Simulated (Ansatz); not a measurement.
Elements on the sites of an ideal fluorite lattice, at a guessed lattice constant:

```
O Si Ca Y Ta
1.0
    -4.76357    4.76357    0.00000
    -4.76357    0.00000    4.76357
     0.00000    4.76357    4.76357
O Si Ca Y Ta
16 3 1 1 3
Direct
  0.87500 0.87500 0.37500
  0.37500 0.87500 0.37500
  0.87500 0.37500 0.37500
  0.87500 0.87500 0.87500
  0.37500 0.37500 0.37500
  0.37500 0.87500 0.87500
  0.87500 0.37500 0.87500
  0.37500 0.37500 0.87500
  0.62500 0.62500 0.12500
  0.12500 0.62500 0.12500
  0.62500 0.12500 0.12500
  0.62500 0.62500 0.62500
  0.12500 0.12500 0.12500
  0.12500 0.62500 0.62500
  0.62500 0.12500 0.62500
  0.12500 0.12500 0.62500
  0.00000 0.00000 0.00000
  0.50000 0.00000 0.50000
  0.00000 0.50000 0.50000
  0.00000 0.00000 0.50000
  0.50000 0.50000 0.00000
  0.50000 0.00000 0.00000
  0.00000 0.50000 0.00000
  0.50000 0.50000 0.50000
```

Cell and atoms were relaxed without symmetry on coarser meshes and computed once more. Computed with Ansatz 0.2.0, DFT PBE, scalar-relativistic, plane waves, PAW.

Plane waves to 420 eV, a k mesh through Γ of 4×4×4 on the computed 24-atom cell and Gaussian smearing (0.02 eV); no spin polarisation.

The relaxation ran on 2×2×2 (shifted) and then 3×3×3 k points with a smearing of 0.1 eV, from sites shaken by 0.02 Å.

Q: What does the relaxation give?

A: A volume of 11.51 Å³/atom and a gap on the mesh of 3.09 eV. It lies 2.79 eV/atom below the elements' standard states (static lattices, no corrections for gases). The atoms leave their sites by 0.71 Å (root mean square) and 1.19 Å at most, and the cell stretches by up to 10.6 % at fixed volume, so the lattice hasn't survived.

```
O Si Ca Y Ta
1.0
    -4.79545    4.70734    0.18320
    -4.95140    0.02726    5.54811
     0.28327    5.17382    5.85863
O Si Ca Y Ta
16 3 1 1 3
Cartesian
  -8.2796 6.0303 6.3134
  -5.8177 3.8680 6.3383
  -5.8451 6.1577 5.2200
  -8.6072 8.8530 10.9797
  -4.0379 3.2960 4.6894
  -5.6099 6.4267 10.8620
  -5.2959 9.2263 7.3479
  -3.3624 6.4193 6.7238
  -6.4820 8.6120 9.6631
  -3.2504 1.1918 3.6031
  -3.0909 3.7064 2.0324
  -5.9980 5.5793 8.2623
  -1.3864 1.6910 1.9062
  -3.3649 4.0773 7.2166
  -3.4295 5.6707 3.9834
  -1.7343 3.5476 4.2670
  -9.5471 4.9686 5.9558
  -2.3399 4.6783 3.1620
  -2.6640 2.1755 4.8575
  -4.7585 2.9104 8.6950
  -4.8293 7.3798 8.7249
  -7.1919 2.7441 5.8514
  -2.0955 5.2396 8.1028
  -4.3930 4.9747 5.6550
```

Spin-orbit coupling is left out, which matters for the bands of heavy elements.

Cost: 2 runs of about 15 core-minutes in all (earlier runs that led there not counted), on Arm Neoverse V1 (shared hosts).